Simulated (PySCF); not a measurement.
## Partial charges of s-BuOMe

Compound: s-BuOMe, C₅H₁₂O.
Geometry (GFN2-xTB, Å), atoms numbered from 1 in this order:
```
atom  x, y, z in Å
C1    -2.0128   -0.9859    0.1200
C2    -1.3855    0.2842   -0.4408
C3     0.1194    0.3512   -0.1621
C4     0.6792    1.7330   -0.5119
O5     0.7238   -0.6765   -0.9316
C6     1.9994   -1.0686   -0.5045
H7    -3.0652   -1.0406   -0.1472
H8    -1.9297   -1.0069    1.2048
H9    -1.5043   -1.8570   -0.2838
H10   -1.5258    0.3125   -1.5221
H11   -1.8657    1.1623   -0.0056
H12    0.2998    0.1505    0.9084
H13    0.4937    1.9483   -1.5612
H14    1.7507    1.7758   -0.3327
H15    0.1989    2.4926    0.0987
H16    2.2792   -1.9209   -1.1216
H17    2.7451   -0.2753   -0.6341
H18    1.9910   -1.3724    0.5508
```

Density: PBE0/pcSseg-1 (PySCF); schemes: Mulliken, IAO, Hirshfeld and ESP-fitted. The structure is a single GFN2-xTB conformer in the gas phase; no vibrational or solvent corrections.

**Question.** At which atom do the 4 schemes differ most?

**Answer.** At C4: from -0.682 (ESP-fitted) to -0.129 e (Hirshfeld), 0.553 e apart.

**Question.** For which atoms does the sign change between the 4 schemes (beyond +0.03 e in one, beyond −0.03 e in another)?

**Answer.** C3.

**Question.** What partial charge does each atom carry?

**Answer.** In e:

| atom | environment | Mulliken | IAO | Hirshfeld | ESP-fitted |
| --- | --- | --- | --- | --- | --- |
| C1 | methyl carbon | -0.263 | -0.419 | -0.123 | -0.288 |
| C2 | chain CH2 carbon | -0.226 | -0.253 | -0.072 | -0.069 |
| C3 | sp3 carbon bound to oxygen | -0.054 | +0.103 | +0.051 | +0.422 |
| C4 | methyl carbon | -0.206 | -0.436 | -0.129 | -0.682 |
| O5 | ether oxygen | -0.512 | -0.400 | -0.134 | -0.352 |
| C6 | methoxy carbon | -0.018 | -0.198 | -0.042 | -0.130 |
| H7 | methyl hydrogen | +0.112 | +0.139 | +0.039 | +0.084 |
| H8 | methyl hydrogen | +0.101 | +0.131 | +0.035 | +0.062 |
| H9 | methyl hydrogen | +0.122 | +0.148 | +0.035 | +0.077 |
| H10 | methylene hydrogen | +0.121 | +0.139 | +0.037 | +0.047 |
| H11 | methylene hydrogen | +0.112 | +0.130 | +0.038 | +0.047 |
| H12 | methine hydrogen | +0.088 | +0.102 | +0.028 | +0.015 |
| H13 | methyl hydrogen | +0.113 | +0.144 | +0.040 | +0.172 |
| H14 | methyl hydrogen | +0.113 | +0.137 | +0.037 | +0.182 |
| H15 | methyl hydrogen | +0.107 | +0.142 | +0.043 | +0.157 |
| H16 | methyl hydrogen | +0.119 | +0.157 | +0.049 | +0.116 |
| H17 | methyl hydrogen | +0.087 | +0.117 | +0.034 | +0.078 |
| H18 | methyl hydrogen | +0.085 | +0.118 | +0.034 | +0.063 |

Mean size of the charges over all atoms: IAO 0.190 e, ESP-fitted 0.169 e, Mulliken 0.142 e, Hirshfeld 0.056 e. Each set sums to the total charge, 0, to within 0.001 e. The Hirshfeld scheme divides the density at each point in proportion to the densities of the neutral, spherically averaged free atoms.

**Question.** Sum the charges by element, for elements with more than one atom.

**Answer.** 
| element | atoms | Mulliken | IAO | Hirshfeld | ESP-fitted |
| --- | --- | --- | --- | --- | --- |
| C | 5 | -0.768 | -1.204 | -0.315 | -0.747 |
| H | 12 | +1.280 | +1.603 | +0.448 | +1.099 |

**Question.** How closely do the schemes follow one another over all atoms?

**Answer.** Correlation coefficient and root-mean-square difference: IAO with Hirshfeld 0.99, 0.154 e; Mulliken with Hirshfeld 0.91, 0.121 e; Mulliken with IAO 0.91, 0.093 e; Hirshfeld with ESP-fitted 0.89, 0.181 e; IAO with ESP-fitted 0.86, 0.122 e; Mulliken with ESP-fitted 0.68, 0.174 e.
